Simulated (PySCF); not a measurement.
C₃H₃FOS.
Cartesian coordinates in Å at the GFN2-xTB level; atoms count from 1:
```
atom  x, y, z in Å
F1     2.5146   -0.4281    0.5678
C2     1.2280   -0.2322    0.3050
C3     0.6649    0.9167   -0.0514
O4    -0.6782    0.8957   -0.2758
C5    -1.2371   -0.3804   -0.0784
S6     0.0758   -1.5737    0.4138
H7     1.1390    1.8706   -0.1869
H8    -1.9910   -0.3350    0.7155
H9    -1.7024   -0.7277   -1.0075
```

Computed, not measured: delta-SCF UKS SCAN, pcX-2 on the ionised atom, pcseg-1 elsewhere, spin-free X2C (PySCF). Every row has its own mixed basis.

```csv
ionised atom,basis functions,E(ionised) (Eh),binding energy (eV)
C2,134,-679.57639,293.258
C3,134,-679.61949,292.022
C5,134,-679.56519,293.430
O4,134,-670.54369,539.592
F1,134,-664.90000,693.702
S6,145,-599.42176,2477.844
```

**Question.** Fill in the total energy of each ground state.

**Answer.** With binding energy = E(ionised) − E(ground) and 27.2114 eV a hartree:

```csv
atom,binding energy (Eh),E(ground) (Eh)
C2,10.7770,-690.3534
C3,10.7316,-690.3511
C5,10.7834,-690.3486
O4,19.8296,-690.3733
F1,25.4931,-690.3931
S6,91.0591,-690.4809
```

**Question.** How much do the ground-state energies differ, and what would follow from using one of them for all holes?

**Answer.** They run from -690.4809 Eh (core basis on S6) to -690.3486 Eh (on C5), 0.1323 Eh or 3.60 eV apart, though the state is the same; only basis and grid differ. Pairing the ion of C5 with the ground state of S6 would put its binding energy 3.60 eV too high.

The listed C 1s values span 1.41 eV, from C3 (bonded to O, C (double bond) and H) to C5 (bonded to O, S and 2 H).

Only 1s holes are shown. Geometry: GFN2-xTB; no solvent, vibrations or thermal averaging.

Hardware: Intel Xeon at 2.50 GHz, one thread, no GPU, shared host with 64 logical CPUs at a one-minute load of 53. Cost: 85 s of wall time, 0.50 GiB resident at most.
